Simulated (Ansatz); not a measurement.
Input file:

```yaml
crystal:
  periodic: [false, false, false]
  atoms:
    - {symbol: Ge, position_ang: [0.000000, -0.028088, 0.688983]}
    - {symbol: Na, position_ang: [0.000000, 0.014435, -2.202735]}
    - {symbol: H, position_ang: [0.000000, 1.694956, 0.588009]}
basis:
  gaussian: {orbitals: cc-pVDZ}
correlation: {method: sc_nevpt2, electrons: outside_noble_gas, active_space: {window: {electrons: 2, orbitals: 9}}}
scf: {lower_state_search: off}
```

```sh
$ ansatz run in.yaml --threads 1 --pin off --events-out ev --progress --plain --max-ram 2393MiB
```

Output:

```
these checks for a lower state are left out or cut short: stability, starts, cluster_reference, orbital_swaps, neighbouring_geometries, increment
540 factors; integrals over basis functions are off by at most 1.1e-3 eV
mean field evaluation 1: about -60891.1346 eV, gradient 4.9e0 eV
mean field evaluation 2: about -60891.1407 eV, gradient 4.9e0 eV
mean field evaluation 4: about -60891.3206 eV, gradient 3.8e-1 eV
mean field evaluation 8: about -60891.3229 eV, gradient 6.4e-4 eV
mean field -60891.32294732 eV, -2237.7148446927 hartree, gradient 3.4e-6 eV, S^2 0.000000; 0 other end points of the search recorded, 0 dependent functions left out
reference -60891.32294732 eV, -2237.7148446927 hartree; 22, 22 occupied and 28, 28 virtual orbitals, 540 factors
state -60891.95032646 eV, -2237.7379004511 hartree
state -60891.95032646 eV, -2237.7379004511 hartree; corrected -60893.71273067 eV, -2237.8026676110 hartree
WARN: 1 active orbitals are nearly empty or full. The corrections depend on them more than the energy does, and are more stable in an active space without them
Total energy: -60893.71273067 eV, -2237.8026676110 hartree
Checks for a lower state left out: stability, starts, cluster_reference, orbital_swaps, neighbouring_geometries, increment
```

Natural occupations: 1.9046 0.0465 0.0356 0.0081 0.0041 0.0005 0.0003 0.0002 0.0001.

Ran on 1 thread of Arm Neoverse V1, shared host: 8.5 s wall, 0.22 GiB peak host memory.
